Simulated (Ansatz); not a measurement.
## Ansatz (development build ahead of 0.2.0) run

```yaml
crystal:
  periodic: [false, false, false]
  atoms:
    - { symbol: "N", position_ang: [0.0, 0.0, -1.19427] }
    - { symbol: "N", position_ang: [0.0, 0.0, -0.06829] }
    - { symbol: O, position_ang: [0.0, 0.0, 1.10474] }
basis:
  gaussian: { orbitals: def2-TZVP }
hamiltonian:
  xc: hf
correlation:
  method: mp2
  frozen_orbitals: { "N": 1, O: 1 }
```

The input is written out in the form of the current development build from the run's settings.

The run gave:

```json
{"Converged": "yes", "Reference energy": "-183.75847 hartree", "Correlation energy": "-0.63916 hartree", "Total energy": "-184.39762 hartree", "Spin squared of the determinant": "0.000"}
```
